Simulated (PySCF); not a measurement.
**Where the electron goes**

Compound: trimethylphosphine sulfide, C3H9PS.
Structure used (GFN2-xTB), in Å, numbered top down from 1:
```xyz
14
C3H9PS angstrom
C     -0.6716    1.4997   -0.3476
P      0.1592    0.1358    0.5623
C      1.5554   -0.3396   -0.5346
C     -1.0146   -1.2713    0.4180
S      0.6750    0.5752    2.3798
H     -0.9388    1.2025   -1.3588
H     -1.5655    1.7848    0.2051
H      0.0056    2.3522   -0.3748
H      2.0545   -1.2026   -0.0963
H      1.2135   -0.5771   -1.5391
H      2.2609    0.4894   -0.5673
H     -1.2723   -1.4731   -0.6189
H     -1.9113   -1.0268    0.9854
H     -0.5506   -2.1495    0.8645
```

The calculation used TDDFT CAM-B3LYP/def2-SVPD, vertical, gas phase, core orbitals frozen in the response (PySCF 2.14.0, density-fitted response routines).

Kohn–Sham orbitals with the atoms that hold most of them (Löwdin shares over 4%, at most four atoms; ? is withheld):

```tsv
orbital	ε (eV)	atoms
LUMO+2	1.94	C4 18%, S5 11%, H12 11%, H14 10%
LUMO+1	1.94	C3 16%, C1 12%, S5 11%, H10 10%
LUMO	0.88	?
HOMO	-7.61	S5 75%, P2 14%, C3 5%
HOMO-1	-7.61	S5 75%, P2 14%, C4 5%
HOMO-2	-10.82	S5 59%, P2 20%, C3 4%, C1 4%
HOMO-3	-11.69	C1 28%, P2 21%, C4 13%, C3 11%
```

Q: Give the leading atoms of the LUMO.

A: C4 (bonded to P and 3 H) 13%; C1 (bonded to P and 3 H) 13%; C3 (bonded to P and 3 H) 13%; S5 (bonded to P) 10%. By element: carbon 40%, sulfur 10%.

Within 0.005 eV of a neighbour in this list lie HOMO-1/HOMO and LUMO+1/LUMO+2 (point group found: C3v); within a degenerate set the shares of single atoms can hang on how the components are chosen.

Q: The HOMO–LUMO gap is 8.49 eV. Where does the response calculation put the lowest singlet, and from which orbitals?

A: S1 is at 6.00 eV (f = 0.073), 2.49 eV below the gap, made of HOMO-1/HOMO→LUMO (≥83%). S1/S2 lie within about 0.01 eV of each other. 

Next come S2 at 6.00 eV (f 0.073), HOMO-1/HOMO→LUMO (≥84%); S3 at 6.20 eV (f 0.0001), HOMO-1/HOMO→LUMO+3 (≥80%); S4 at 6.20 eV (f 0.0001), HOMO-1/HOMO→LUMO+3 (≥80%); S5 at 6.57 eV (f 0.0000), HOMO-1/HOMO→LUMO+5 (≥20%), HOMO-1/HOMO→LUMO+4 (≥19%), HOMO-1/HOMO→LUMO+1/LUMO+2 (≥16%).

Orbitals of the list HOMO-3 to LUMO+2 that lie within 0.01 eV of each other are written together with a slash and their weights summed (≥ marks a lower bound); for degenerate orbitals outside that list single weights are arbitrary.

Hardware: one thread, Arm Neoverse V1 (aarch64), shared host with 32 logical CPUs at a one-minute load of 14. Cost: 25 s of wall time, 0.78 GiB resident at most.
